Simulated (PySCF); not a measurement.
## Nitrogen: a sound run and one with changed settings

Sound run: N [He] 2s2 2p3, N⁺ [He] 2s2 2p2. Computed with PySCF 2.14 in 6-31G* (3s2p1d, 14 functions), with no relativity, point nucleus. In the sound run the correlated levels freeze 1s2. The sound run starts from symmetry-adapted Hartree-Fock orbitals and uses a fine grid where one is needed.

Changed run: a valence shell is frozen. This setting is unsound on purpose.

```csv
species,method,sound run (hartree),changed run (hartree),converged
N,MP2,-54.45534,-54.40254,yes
N,CCSD(T),-54.47214,-54.40700,yes
N⁺,MP2,-53.92527,-53.87696,yes
N⁺,CCSD(T),-53.94794,-53.87840,yes
```

Ionisation energy of N:

| method | sound run (eV) | changed run (eV) |
| --- | --- | --- |
| UHF | 13.962 | 13.962 |
| MP2 | 14.424 | 14.302 |
| SCS-MP2 | 14.215 | 14.076 |
| CCSD | 14.267 | 14.384 |
| CCSD(T) | 14.264 | 14.384 |

Freezing a valence shell removes pair correlation that changes on ionisation.

For comparison, NIST gives 14.534 eV between the lowest levels.
